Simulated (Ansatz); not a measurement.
**PO− (triplet): energies up the ladder, part 1 of 2**

The task, for PO− (triplet): energies up the ladder. Charge -1. Spin multiplicity 3.

Computed with Ansatz 0.2.0 (the levels named in each step, unless a step's input says otherwise).

### 1 The system as given

Bond lengths: O1–P2 1.455 Å.

Coordinates:

```xyz
2

O     0.0000    0.0000    0.0000
P     0.0000    0.0000    1.4552
```

### 2 A rough first relaxation, PBE-D4/def2-SVPD

Contents of input.yaml:

```yaml
crystal:
  periodic: [false, false, false]
  atoms:
    - { symbol: O, position_ang: [0.0, 0.0, 0.0] }
    - { symbol: P, position_ang: [0.0, 0.0, 1.45516] }
magnetization:
  spin_polarized: true
  initial_magnetization: 2
total_charge: -1
basis:
  gaussian: { orbitals: def2-SVPD }
hamiltonian:
  xc: pbe
  dispersion: d4
relax:
  f_tol: 0.03
  max_steps: 200
```

On the command line:

```console
ansatz run input.yaml --threads 2 --pin off --max-ram 5120MiB --backend cpu --events-out ev --progress --plain --runs-dir out
```

The log of the run, cut to the lines that bear on the results:

```text
Warning: RAYON_NUM_THREADS=2 ignored (pool sized by the plan → 2); use --threads N
[...]
Functional definition: PBE
[...]
418 factors; their error is unknown
[...]
mean field -11324.47535318 eV, -416.1667932244 hartree, gradient 1.9e-5 eV, S^2 2.003862; 0 other end points of the search recorded, 0 dependent functions left out
[...]
reference -11324.47537985 eV, -416.1667942045 hartree; 13, 11 occupied and 34, 36 virtual orbitals, 418 factors
relax step   1: F+E_penalty+E_count = -11324.50157709 eV  Δ(F+E_penalty+E_count) = +0.000e0 eV  max|allowed force component| = 7.731e0 eV/Å  Δτ_max = 0.0000 Å  (26 SCF iters, accepted)
[...]
relax step   3: F+E_penalty+E_count = -11324.98020535 eV  Δ(F+E_penalty+E_count) = -1.483e-1 eV  max|allowed force component| = 8.298e-1 eV/Å  Δτ_max = 0.0325 Å  (29 SCF iters, accepted)
[...]
relax step   4: F+E_penalty+E_count = -11324.98927692 eV  Δ(F+E_penalty+E_count) = -9.072e-3 eV  max|allowed force component| = 1.256e-2 eV/Å  Δτ_max = 0.0110 Å  (29 SCF iters, accepted)
418 factors; their error is unknown
mean field -11324.96318205 eV, -416.1847206044 hartree, gradient 1.4e-5 eV, S^2 2.004857; 1 other end points of the search recorded, 0 dependent functions left out
[...]
reference -11324.96320882 eV, -416.1847215882 hartree; 13, 11 occupied and 34, 36 virtual orbitals, 418 factors
Total energy: -11324.98930369 eV, -416.1856805573 hartree
Atom 0 at     0.000000     0.000000    -0.072329 Å, force     0.000000     0.000000    -0.012560 eV/Å
Atom 1 at    -0.000000    -0.000000     1.527489 Å, force    -0.000000    -0.000000     0.012560 eV/Å
Dipole moment:     0.000000     0.000000     0.121657 e Å
```

It took 3.9 s on 2 threads of Intel Xeon Platinum 8175M at 2.50GHz (Skylake/Cascade Lake), shared host; peak memory 0.11 GiB.

Step by step:

```csv
step,E - E(step 1) (eV),largest force component (eV/Å)
1,0.0000,7.7314
2,-0.3303,3.9164
3,-0.4786,0.8298
4,-0.4877,0.0126
```

Step 1 is the start.

Before: Bond lengths: O1–P2 1.455 Å.

After: Bond lengths: O1–P2 1.600 Å.

### 3 Relaxation, PBE0-D4/def2-TZVPPD

Contents of input.yaml:

```yaml
crystal:
  periodic: [false, false, false]
  atoms:
    - { symbol: O, position_ang: [0.0, 0.0, -0.07232854] }
    - { symbol: P, position_ang: [0.0, 0.0, 1.52748854] }
magnetization:
  spin_polarized: true
  initial_magnetization: 2
total_charge: -1
basis:
  gaussian: { orbitals: def2-TZVPPD.json }
hamiltonian:
  xc: pbe0
  dispersion: d4
relax:
  f_tol: 0.002
  max_steps: 150
```

On the command line:

```console
ansatz run input.yaml --threads 2 --pin off --max-ram 5120MiB --backend cpu --events-out ev --progress --plain --runs-dir out
```

The log of the run, cut to the lines that bear on the results:

```text
Warning: RAYON_NUM_THREADS=2 ignored (pool sized by the plan → 2); use --threads N
[...]
Functional definition: PBE0
[...]
524 factors; their error is unknown
[...]
mean field -11331.21966322 eV, -416.4146420468 hartree, gradient 2.9e-5 eV, S^2 2.011539; 0 other end points of the search recorded, 0 dependent functions left out
[...]
reference -11331.21968635 eV, -416.4146428968 hartree; 13, 11 occupied and 75, 77 virtual orbitals, 524 factors
relax step   1: F+E_penalty+E_count = -11331.24101223 eV  Δ(F+E_penalty+E_count) = +0.000e0 eV  max|allowed force component| = 2.177e0 eV/Å  Δτ_max = 0.0000 Å  (30 SCF iters, accepted)
[...]
relax step   4: F+E_penalty+E_count = -11331.30895633 eV  Δ(F+E_penalty+E_count) = -5.044e-4 eV  max|allowed force component| = 3.286e-2 eV/Å  Δτ_max = 0.0028 Å  (33 SCF iters, accepted)
[...]
relax step   5: F+E_penalty+E_count = -11331.30896871 eV  Δ(F+E_penalty+E_count) = -1.238e-5 eV  max|allowed force component| = 1.761e-4 eV/Å  Δτ_max = 0.0004 Å  (24 SCF iters, accepted)
524 factors; their error is unknown
mean field -11331.28758123 eV, -416.4171379878 hartree, gradient 4.2e-5 eV, S^2 2.010437; 1 other end points of the search recorded, 0 dependent functions left out
[...]
reference -11331.28760449 eV, -416.4171388423 hartree; 13, 11 occupied and 75, 77 virtual orbitals, 524 factors
Total energy: -11331.30899196 eV, -416.4179248174 hartree
Atom 0 at    -0.000000    -0.000000    -0.042837 Å, force     0.000000     0.000000     0.000176 eV/Å
Atom 1 at     0.000000     0.000000     1.497997 Å, force    -0.000000    -0.000000    -0.000176 eV/Å
Dipole moment:     0.000000     0.000000     0.024602 e Å
```

Run time: 9.9 s. Hardware: 2 threads of Intel Xeon Platinum 8175M at 2.50GHz (Skylake/Cascade Lake), shared host; peak memory 0.15 GiB.

The steps of the relaxation:

| step | E - E(step 1) (eV) | largest force component (eV/Å) |
| --- | --- | --- |
| 1 | 0.0000 | 2.1769 |
| 2 | -0.0447 | 1.3371 |
| 3 | -0.0674 | 0.2146 |
| 4 | -0.0679 | 0.0329 |
| 5 | -0.0680 | 0.0002 |

Step 1 is the start.

Before: Bond lengths: O1–P2 1.600 Å.

After: Bond lengths: O1–P2 1.541 Å.

### 4 Frequencies, PBE0-D4/def2-TZVPPD

Contents of input.yaml:

```yaml
crystal:
  periodic: [false, false, false]
  atoms:
    - { symbol: O, position_ang: [0.0, 0.0, -0.04283749] }
    - { symbol: P, position_ang: [0.0, 0.0, 1.49799749] }
magnetization:
  spin_polarized: true
  initial_magnetization: 2
total_charge: -1
basis:
  gaussian: { orbitals: def2-TZVPPD.json }
hamiltonian:
  xc: pbe0
  dispersion: d4
phonons: {}
```

On the command line:

```console
ansatz run input.yaml --threads 2 --pin off --max-ram 5120MiB --backend cpu --events-out ev --progress --plain --runs-dir out
```

The log of the run, cut to the lines that bear on the results:

```text
Warning: RAYON_NUM_THREADS=2 ignored (pool sized by the plan → 2); use --threads N
[...]
[... 1 set-up line as earlier in the session ...]
[...]
524 factors; their error is unknown
[...]
mean field -11331.28758123 eV, -416.4171379878 hartree, gradient 1.2e-5 eV, S^2 2.010437; 0 other end points of the search recorded, 0 dependent functions left out
[...]
reference -11331.28760449 eV, -416.4171388423 hartree; 13, 11 occupied and 75, 77 virtual orbitals, 524 factors
[...]
524 factors; their error is unknown
mean field -11331.28758124 eV, -416.4171379878 hartree, gradient 1.8e-7 eV, S^2 2.010437; 0 other end points of the search recorded, 0 dependent functions left out
[...]
reference -11331.28760449 eV, -416.4171388423 hartree; 13, 11 occupied and 75, 77 virtual orbitals, 524 factors
[...]
524 factors; their error is unknown
[...]
reference -11331.28760449 eV, -416.4171388423 hartree; 13, 11 occupied and 75, 77 virtual orbitals, 524 factors
[...]
524 factors; their error is unknown
[...]
mean field -11331.28744642 eV, -416.4171330333 hartree, gradient 2.2e-6 eV, S^2 2.010483; 0 other end points of the search recorded, 0 dependent functions left out
[...]
reference -11331.28746967 eV, -416.4171338877 hartree; 13, 11 occupied and 75, 77 virtual orbitals, 524 factors
[...]
524 factors; their error is unknown
mean field -11331.28744277 eV, -416.4171328993 hartree, gradient 2.2e-6 eV, S^2 2.010391; 0 other end points of the search recorded, 0 dependent functions left out
[...]
reference -11331.28746603 eV, -416.4171337540 hartree; 13, 11 occupied and 75, 77 virtual orbitals, 524 factors
Total energy: -11331.30899196 eV, -416.4179248174 hartree
Atom 0 at     0.000000     0.000000    -0.042837 Å, force     0.000000     0.000000     0.000188 eV/Å
Atom 1 at     0.000000     0.000000     1.497997 Å, force    -0.000000    -0.000000    -0.000188 eV/Å
Dipole moment:    -0.000000     0.000000     0.024602 e Å
Vibrations: 1061.64 cm⁻¹, zero-point energy 0.065813 eV
```

Wall time 16 s (2 threads of Intel Xeon Platinum 8175M at 2.50GHz (Skylake/Cascade Lake), shared host); peak memory 0.16 GiB.

Harmonic frequencies (cm⁻¹; negative: imaginary): 1062.

### 5 Single point, PBE-D4/def2-TZVPPD

Edit input.yaml of step 4 so:

```diff
@@ -12,4 +12,3 @@
 hamiltonian:
-  xc: pbe0
+  xc: pbe
   dispersion: d4
-phonons: {}
```

On the command line:

```console
ansatz run input.yaml --threads 2 --pin off --max-ram 5120MiB --backend cpu --events-out ev --progress --plain --runs-dir out
```

The log of the run:

```text
Warning: RAYON_NUM_THREADS=2 ignored (pool sized by the plan → 2); use --threads N
Engine: ansatz 0.2.0, x86_64-unknown-linux-gnu
[... 1 set-up line as earlier in the session ...]
  parameter kappa = 0.804
  parameter beta = 0.06672455060314922
  exchange = pbe_x(kappa = kappa, mu = beta*pi^2/3)
  correlation = pbe_c(beta = beta)
500 factors; their error is unknown
mean field evaluation 1: about -11327.1275 eV, gradient 2.8e1 eV
mean field evaluation 2: about -11310.2962 eV, gradient 7.5e1 eV
mean field evaluation 4: about -11330.7555 eV, gradient 1.5e0 eV
mean field evaluation 8: about -11330.7524 eV, gradient 6.5e-2 eV
mean field evaluation 16: about -11330.7524 eV, gradient 1.9e-5 eV
mean field -11330.75236659 eV, -416.3974692123 hartree, gradient 1.9e-5 eV, S^2 2.004871; 0 other end points of the search recorded, 0 dependent functions left out
reference -11330.75239682 eV, -416.3974703232 hartree; 13, 11 occupied and 75, 77 virtual orbitals, 500 factors
Total energy: -11330.77854480 eV, -416.3984312439 hartree
```

It took 1.4 s on 2 threads of Intel Xeon Platinum 8175M at 2.50GHz (Skylake/Cascade Lake), shared host; peak memory 0.13 GiB.

### 6 Single point, r2SCAN-D4/def2-TZVPPD

Edit input.yaml of step 5 so:

```diff
@@ -12,3 +12,3 @@
 hamiltonian:
-  xc: pbe
+  xc: r2scan
   dispersion: d4
```

On the command line:

```console
ansatz run input.yaml --threads 2 --pin off --max-ram 5120MiB --backend cpu --events-out ev --progress --plain --runs-dir out
```

The log of the run:

```text
Warning: RAYON_NUM_THREADS=2 ignored (pool sized by the plan → 2); use --threads N
[... 1 set-up line as earlier in the session ...]
Functional definition: r2SCAN
  parameter k0 = 0.174
  parameter k1 = 0.065
  parameter a1 = 4.9479
  exchange = r2scan_x(k0 = k0, k1 = k1, a1 = a1)
  correlation = r2scan_c
500 factors; their error is unknown
mean field evaluation 1: about -11332.7711 eV, gradient 2.4e1 eV
mean field evaluation 2: about -11322.6433 eV, gradient 5.9e1 eV
mean field evaluation 4: about -11335.3926 eV, gradient 1.3e0 eV
mean field evaluation 8: about -11335.3906 eV, gradient 8.7e-2 eV
mean field evaluation 16: about -11335.3906 eV, gradient 4.0e-5 eV
mean field -11335.39058278 eV, -416.5679205134 hartree, gradient 4.0e-5 eV, S^2 2.012655; 0 other end points of the search recorded, 0 dependent functions left out
reference -11335.39059859 eV, -416.5679210944 hartree; 13, 11 occupied and 75, 77 virtual orbitals, 500 factors
Total energy: -11335.39601603 eV, -416.5681201818 hartree
```

Run time: 2.4 s. Hardware: 2 threads of Intel Xeon Platinum 8175M at 2.50GHz (Skylake/Cascade Lake), shared host; peak memory 0.16 GiB.

### 7 Single point, B3LYP-D4/def2-TZVPPD

Edit input.yaml of step 6 so:

```diff
@@ -12,3 +12,3 @@
 hamiltonian:
-  xc: r2scan
+  xc: { name: B3LYP }
   dispersion: d4
```

On the command line:

```console
ansatz run input.yaml --threads 2 --pin off --max-ram 5120MiB --backend cpu --events-out ev --progress --plain --runs-dir out
```

The log of the run:

```text
Warning: RAYON_NUM_THREADS=2 ignored (pool sized by the plan → 2); use --threads N
[... 1 set-up line as earlier in the session ...]
Functional definition: B3LYP
  parameter a0 = 0.2
  parameter ax = 0.72
  parameter ac = 0.81
  exchange = (1 - a0 - ax)*slater_x + ax*b88_x + a0*exact_x
  correlation = (1 - ac)*vwn_rpa_c + ac*lyp_c
519 factors; their error is unknown
mean field evaluation 1: about -11335.3068 eV, gradient 2.2e1 eV
mean field evaluation 2: about -11328.8919 eV, gradient 5.0e1 eV
mean field evaluation 4: about -11337.5315 eV, gradient 1.8e0 eV
mean field evaluation 8: about -11337.5665 eV, gradient 7.0e-2 eV
mean field evaluation 16: about -11337.5665 eV, gradient 1.4e-5 eV
mean field -11337.56651009 eV, -416.6478843671 hartree, gradient 1.4e-5 eV, S^2 2.008957; 0 other end points of the search recorded, 0 dependent functions left out
reference -11337.56668573 eV, -416.6478908219 hartree; 13, 11 occupied and 75, 77 virtual orbitals, 519 factors
Total energy: -11337.60996959 eV, -416.6494814744 hartree
```

Run time: 1.8 s. Hardware: 2 threads of Intel Xeon Platinum 8175M at 2.50GHz (Skylake/Cascade Lake), shared host; peak memory 0.14 GiB.

(Continued in part 2 of 2.)
